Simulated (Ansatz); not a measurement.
Born–Oppenheimer molecular dynamics of CH₅FSi (8 atoms, charge 0, multiplicity 1). It starts from a relaxed structure.

Method: RHF/def2-SVP (Ansatz).

| Item | Value |
| --- | --- |
| ensemble | NVE (velocity Verlet) |
| time step | 0.25 fs |
| steps asked | 300 |
| starting velocities drawn for | 700 K |
| seed | 509606 |

Frames 0.5 fs apart, positions in Å, forces in eV/Å.

Velocities at 20 fs (Å/ps):

```
Si -2.83 -0.18 0.53
F 1.62 -2.15 -1.71
H 14.18 -15.88 15.90
H -17.77 27.10 -15.51
C 2.29 3.12 -1.07
H -21.94 39.82 21.89
H 23.52 -26.51 13.06
H 23.08 -16.01 -5.24
```

```xyz
8
Properties=species:S:1:pos:R:3:forces:R:3 time_fs=20 energy_less_start_eV=0.157 T=498
Si -0.003 0.041 -0.039 0.22 -0.87 0.13
F 0.375 -0.251 1.508 0.21 0.22 -0.02
H 1.230 0.361 -0.801 -0.11 -0.05 0.15
H -0.913 1.170 -0.042 -0.29 0.47 -0.10
C -0.861 -1.531 -0.582 -0.65 0.82 -0.50
H -1.808 -1.591 -0.089 -0.99 0.42 0.56
H -1.116 -1.610 -1.635 0.35 0.02 -0.32
H -0.416 -2.426 -0.241 1.26 -1.03 0.11
8
Properties=species:S:1:pos:R:3:forces:R:3 time_fs=20.5 energy_less_start_eV=0.108 T=561
Si -0.004 0.041 -0.039 0.15 -0.60 0.08
F 0.376 -0.252 1.507 0.17 0.23 0.00
H 1.237 0.353 -0.792 -0.15 -0.02 0.15
H -0.922 1.184 -0.050 -0.07 0.19 -0.08
C -0.860 -1.529 -0.582 -0.82 0.34 0.17
H -1.820 -1.570 -0.078 -0.41 0.31 0.23
H -1.104 -1.623 -1.629 0.20 0.08 -0.59
H -0.403 -2.436 -0.243 0.92 -0.53 0.05
8
Properties=species:S:1:pos:R:3:forces:R:3 time_fs=21 energy_less_start_eV=0.090 T=584
Si -0.006 0.041 -0.039 0.09 -0.34 0.03
F 0.377 -0.253 1.506 0.12 0.25 0.01
H 1.243 0.345 -0.784 -0.18 0.00 0.14
H -0.931 1.199 -0.058 0.14 -0.08 -0.06
C -0.859 -1.528 -0.583 -0.96 -0.14 0.81
H -1.833 -1.549 -0.066 0.16 0.17 -0.11
H -1.091 -1.636 -1.624 0.07 0.13 -0.81
H -0.388 -2.446 -0.246 0.56 0.01 -0.01
8
Properties=species:S:1:pos:R:3:forces:R:3 time_fs=21.5 energy_less_start_eV=0.103 T=567
Si -0.007 0.041 -0.038 0.04 -0.10 -0.01
F 0.378 -0.254 1.505 0.08 0.26 0.02
H 1.250 0.337 -0.775 -0.21 0.03 0.12
H -0.940 1.213 -0.066 0.34 -0.32 -0.04
C -0.859 -1.526 -0.583 -1.05 -0.57 1.32
H -1.846 -1.528 -0.054 0.65 0.02 -0.41
H -1.078 -1.649 -1.621 -0.05 0.18 -0.96
H -0.371 -2.456 -0.248 0.20 0.51 -0.05
8
Properties=species:S:1:pos:R:3:forces:R:3 time_fs=22 energy_less_start_eV=0.142 T=517
Si -0.009 0.041 -0.038 0.00 0.11 -0.06
F 0.379 -0.255 1.504 0.03 0.27 0.04
H 1.255 0.329 -0.766 -0.22 0.06 0.10
H -0.948 1.227 -0.074 0.50 -0.54 -0.01
C -0.858 -1.524 -0.583 -1.10 -0.93 1.67
H -1.857 -1.506 -0.043 1.05 -0.15 -0.67
H -1.066 -1.661 -1.621 -0.15 0.24 -1.00
H -0.354 -2.465 -0.251 -0.12 0.94 -0.08
8
Properties=species:S:1:pos:R:3:forces:R:3 time_fs=22.5 energy_less_start_eV=0.194 T=451
Si -0.010 0.040 -0.038 -0.02 0.29 -0.10
F 0.380 -0.256 1.504 -0.01 0.28 0.06
H 1.260 0.321 -0.757 -0.23 0.09 0.08
H -0.955 1.239 -0.083 0.64 -0.72 0.02
C -0.858 -1.523 -0.583 -1.11 -1.19 1.81
H -1.865 -1.485 -0.034 1.35 -0.31 -0.87
H -1.053 -1.673 -1.623 -0.22 0.30 -0.93
H -0.337 -2.472 -0.253 -0.40 1.27 -0.08
8
Properties=species:S:1:pos:R:3:forces:R:3 time_fs=23 energy_less_start_eV=0.247 T=382
Si -0.011 0.040 -0.038 -0.02 0.42 -0.14
F 0.380 -0.257 1.503 -0.05 0.29 0.09
H 1.265 0.314 -0.747 -0.23 0.12 0.05
H -0.961 1.249 -0.091 0.74 -0.87 0.05
C -0.858 -1.522 -0.583 -1.08 -1.36 1.77
H -1.871 -1.464 -0.026 1.53 -0.48 -1.01
H -1.042 -1.684 -1.627 -0.27 0.37 -0.75
H -0.322 -2.476 -0.256 -0.63 1.50 -0.06
8
Properties=species:S:1:pos:R:3:forces:R:3 time_fs=23.5 energy_less_start_eV=0.293 T=324
Si -0.013 0.040 -0.037 -0.01 0.52 -0.17
F 0.381 -0.258 1.502 -0.09 0.30 0.11
H 1.269 0.306 -0.738 -0.22 0.14 0.01
H -0.965 1.258 -0.099 0.82 -0.97 0.07
C -0.858 -1.521 -0.582 -1.00 -1.45 1.57
H -1.872 -1.445 -0.022 1.60 -0.63 -1.09
H -1.030 -1.694 -1.633 -0.30 0.46 -0.50
H -0.307 -2.476 -0.259 -0.80 1.63 -0.01
8
Properties=species:S:1:pos:R:3:forces:R:3 time_fs=24 energy_less_start_eV=0.324 T=284
Si -0.014 0.040 -0.037 0.02 0.59 -0.21
F 0.382 -0.259 1.501 -0.13 0.31 0.14
H 1.272 0.299 -0.728 -0.21 0.17 -0.02
H -0.966 1.264 -0.107 0.86 -1.04 0.10
C -0.858 -1.520 -0.580 -0.89 -1.46 1.25
H -1.870 -1.427 -0.019 1.57 -0.77 -1.11
H -1.020 -1.703 -1.640 -0.32 0.54 -0.20
H -0.295 -2.473 -0.262 -0.91 1.66 0.06
8
Properties=species:S:1:pos:R:3:forces:R:3 time_fs=24.5 energy_less_start_eV=0.338 T=265
Si -0.015 0.040 -0.037 0.07 0.62 -0.24
F 0.383 -0.259 1.500 -0.16 0.31 0.17
H 1.276 0.292 -0.719 -0.19 0.19 -0.06
H -0.966 1.268 -0.115 0.88 -1.07 0.12
C -0.859 -1.520 -0.579 -0.73 -1.38 0.84
H -1.864 -1.411 -0.020 1.44 -0.89 -1.07
H -1.010 -1.711 -1.647 -0.34 0.63 0.10
H -0.285 -2.465 -0.265 -0.97 1.60 0.14
8
Properties=species:S:1:pos:R:3:forces:R:3 time_fs=25 energy_less_start_eV=0.337 T=266
Si -0.017 0.040 -0.037 0.14 0.61 -0.28
F 0.384 -0.260 1.500 -0.20 0.32 0.20
H 1.278 0.286 -0.709 -0.16 0.22 -0.10
H -0.963 1.269 -0.122 0.86 -1.06 0.15
C -0.860 -1.520 -0.577 -0.53 -1.23 0.37
H -1.855 -1.397 -0.023 1.21 -0.99 -0.97
H -1.002 -1.717 -1.655 -0.35 0.70 0.39
H -0.277 -2.454 -0.268 -0.97 1.44 0.25
8
Properties=species:S:1:pos:R:3:forces:R:3 time_fs=25.5 energy_less_start_eV=0.326 T=280
Si -0.018 0.040 -0.036 0.22 0.57 -0.30
F 0.385 -0.261 1.499 -0.23 0.32 0.23
H 1.280 0.281 -0.700 -0.13 0.24 -0.15
H -0.959 1.267 -0.130 0.82 -1.01 0.16
C -0.860 -1.520 -0.575 -0.28 -1.00 -0.14
H -1.843 -1.386 -0.028 0.87 -1.06 -0.81
H -0.994 -1.721 -1.661 -0.37 0.76 0.63
H -0.271 -2.439 -0.270 -0.90 1.19 0.37
```

Of the whole run (75 fs, mean temperature of the second half 350 K): The conserved energy stayed within 0.13 meV per atom of its start (net change 0.049 meV per atom), so the integration is sound. Over the second half the temperature averaged 0.50 of the 700 K drawn at the start: a run that starts near a minimum puts about half its kinetic energy into the potential. A run of 0.075 ps of so small a system gives no equilibrium averages.

Run time: 3.5 min on 1 thread of Arm Neoverse V2, with other jobs on the host, peak memory 0.11 GiB.
